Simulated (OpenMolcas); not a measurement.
# CCSD(T)/ANO-XS-VDZ (DKH2) run of NO2F (nitryl fluoride)

What is the vertical electron affinity of NO2F (nitryl fluoride) at CCSD(T)/ANO-XS-VDZ (DKH2)? 

The results are computed with OpenMolcas 26.06.

2 further runs of the same task are left out: 1 for a known fault of the program, 1 that didn't finish.

**1. The structure to begin with**

NO2F has 4 atoms, charge 0, and is taken as a singlet. As SMILES, `O=[N+]([O-])F`. The coordinates come from a PBE0-D4/def2-TZVP relaxation.

Bond lengths: O1–N2 1.170 Å, N2–O3 1.170 Å, N2–F4 1.442 Å. Angles: O1–N2–O3 135.6°, O1–N2–F4 112.2°, O3–N2–F4 112.2°.

**2. The energy at CCSD(T)/ANO-XS-VDZ (DKH2)**

struct.xyz reads:

```xyz
4

O      0.188290     0.469930     1.120250
N      0.079720    -0.071800     0.089140
O      0.476580    -1.068680    -0.376880
F     -0.744590     0.670550    -0.832510
```

job.inp reads:

```
* FNO2 CCSD(T)
>>> EXPORT MOLCAS_PRINT=2
&GATEWAY
COORD
struct.xyz
BASIS
ANO-XS-VDZ
GROUP
NoSym
&SEWARD
RELATIVISTIC
R02E00
&SCF
PRORBITALS
0
&RASSCF
FILEORB
$Project.ScfOrb
SPIN
1
NACTEL
0 0 0
INACTIVE
16
RAS2
0
OUTORBITALS
Canonical
ORBLISTING
Nothing
&MOTRA
JOBIPH
FROZEN
4
&CCSDT
CCT
TRIPLES
2
ITERATIONS
50
EXTRAPOLATION
5 4
```

Started as:

```bash
export MOLCAS_MEM=1860
pymolcas job.inp > job.log
```

Output:

```text
--- Start Module: gateway ---
[...]
--- Stop Module: gateway /rc=_RC_ALL_IS_WELL_ ---
[...]
      Basis functions           36
[...]
       Convergence after  12 Iterations
[...]
::    Total SCF energy                               -303.4759776179
[...]
      Total spin, S                                     0.0000000000
[...]
      Number of active orbitals                  0
[...]
      Spin quantum number                      0.0
[...]
      Active orbitals                            0
[...]
      Number of CSFs                             1
[...]
      Number of root(s) required                 1
[...]
      Convergence after  4 iterations
[...]
      Natural orbitals and occupation numbers for root  1
      ************************************************************************************************************************
      *                                                    Final results                                                     *
      ************************************************************************************************************************
[...]
::    RASSCF root number  1 Total energy:   -303.47597762
[...]
      Total electronic charge=   32.000000
      Total            charge=   -0.000000
[...]
      Dipole Moment (debye):
      Origin of the operator (angstrom)=   -0.0369    0.0332   -0.0412
                   X=  6.0376E-02               Y= -5.4408E-02               Z=  6.7523E-02           Total=  1.0566E-01
      Quadrupole Moment (debye*angstrom):
[...]
--- Start Module: motra ---
[...]
      *** WARNING: Default frozen orbitals is overwritten by user input.
      *** Default values:   4
[...]
--- Stop Module: motra /rc=_RC_ALL_IS_WELL_ ---
--- Start Module: ccsdt ---
[...]
      Convergence after                    16  Iterations
      Total energy (diff) :    -303.97476490      -0.00000006
[...]
 METHOD                       : CCSD+T(CCSD)+<T3(1)WT1> = CCSD(T)
[...]
       CCSD     =      -303.9747648993542
[...]
--- Stop Module: ccsdt /rc=_RC_ALL_IS_WELL_ ---
[...]
```

Wall time 5.1 s (1 thread of Arm Neoverse V1, shared host); peak memory 0.38 GiB.

**3. The doublet anion, same level**

struct.xyz is that of step 2.

job.input reads:

```
* FNO2 CCSD(T)
&GATEWAY
COORD=struct.xyz
BASIS=ANO-XS-VDZ
GROUP=NoSym
&SEWARD
RELATIVISTIC=R02E00
&SCF
UHF
CHARGE=-1
SPIN=2
PRORBITALS=0
&RASSCF
FILEORB=$Project.UnaOrb
SPIN=2
NACTEL=1 0 0
INACTIVE=16
RAS2=1
OUTORBITALS=Canonical
ORBLISTING=Nothing
&MOTRA
JOBIPH
FROZEN=4
&CCSDT
CCT
TRIPLES=3
ITERATIONS=50
EXTRAPOLATION=5 4
```

Started as:

```bash
export MOLCAS_MEM=1860
pymolcas job.input > job.log
```

Output:

```text
--- Start Module: gateway ---
[...]
--- Stop Module: gateway /rc=_RC_ALL_IS_WELL_ ---
[...]
      Basis functions           36
[...]
       Convergence after  19 Iterations
[...]
::    Total SCF energy                               -303.4931792077
[...]
      Total spin, S                                     0.5085719220
[...]
      Number of active orbitals                  1
[...]
      Spin quantum number                      0.5
[...]
      Active orbitals                            1
[...]
      Number of CSFs                             1
[...]
      Number of root(s) required                 1
[...]
      Convergence after  7 iterations
[...]
      printout of CI-coefficients larger than  0.05 for root  1
      energy=    -303.486643
      conf/sym  1     Coeff  Weight
             1  u   1.00000 1.00000
      Natural orbitals and occupation numbers for root  1
      sym 1:   1.000000
      ************************************************************************************************************************
      *                                                    Final results                                                     *
[...]
::    RASSCF root number  1 Total energy:   -303.48664332
[...]
      Total electronic charge=   33.000000
      Total            charge=   -1.000000
[...]
      Dipole Moment (debye):
      Origin of the operator (angstrom)=   -0.0369    0.0332   -0.0412
                   X= -5.8605E-01               Y=  5.2776E-01               Z= -6.5525E-01           Total=  1.0254E+00
      Center of Charge (angstrom)
[...]
--- Start Module: motra ---
[...]
      *** WARNING: Default frozen orbitals is overwritten by user input.
      *** Default values:   4
[...]
--- Stop Module: motra /rc=_RC_ALL_IS_WELL_ ---
--- Start Module: ccsdt ---
[...]
      Convergence after                    15  Iterations
      Total energy (diff) :    -303.93924134       0.00000004
[...]
 METHOD                       : CCSD+T(CCSD)+<T3(1)WT1>+<T3(1)UT2> = CCSD(T)
[...]
       CCSD     =      -303.9392413382560
[...]
--- Stop Module: ccsdt /rc=_RC_ALL_IS_WELL_ ---
[...]
```

Wall time 6 s (1 thread of Arm Neoverse V1, shared host); peak memory 0.38 GiB.

**4. Outcome**

Level: CCSD(T)/ANO-XS-VDZ (DKH2), 4 core orbitals frozen.

| quantity | value |
| --- | --- |
| singlet NO2F: total energy | -303.99649 Eh |
| singlet NO2F: dipole moment (mean-field density) | 0.11 D |
| singlet NO2F: HOMO energy (Hartree–Fock orbitals) | -14.47 eV |
| singlet NO2F: LUMO energy (Hartree–Fock orbitals) | 1.08 eV |
| singlet NO2F: HOMO–LUMO gap (Hartree–Fock orbitals) | 15.54 eV |
| singlet NO2F: correlation energy (4 core orbitals frozen) | -520.5 mEh |
| singlet NO2F: (T) correction | -21.73 mEh |
| doublet anion: total energy | -303.95174 Eh |
| doublet anion: (T) correction | -12.49 mEh |
| vertical electron affinity (to the doublet anion) | -1.218 eV |

The anion lies 1.22 eV (28 kcal/mol) above the neutral: the electron isn't bound at this level, and such a value depends on the basis. Without diffuse functions anions come out too high. The triples (singlet NO2F) make up 4.2 % of the correlation energy.
